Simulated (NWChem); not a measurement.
System: Li₂; SMILES [Li][Li]

Results from NWChem. The geometry was optimised at PBE0/def2-SVP.

Diagonal of the polarisability tensor at B3LYP/def2-SVPD, static: 170.90, 170.90, 275.59 bohr³.

Task: Find the mean polarisability volume, the molar refraction, and the refractive index that an ideal gas of it would have at 273.15 K and 1 atm.

Result: 
1. Mean: one third of the trace = 205.80 bohr³ × 0.14818 Å³/bohr³ = 30.50 Å³.
2. Molar refraction (Lorentz-Lorenz): (4π/3) N_A α = 76.9 cm³/mol.
3. Number density p/kT = 2.687 × 10⁻⁵ Å⁻³; n − 1 = 2π N α = 51.48 × 10⁻⁴.
4. These hold the electronic response alone: vibrational and orientational terms add to the static dielectric constant.
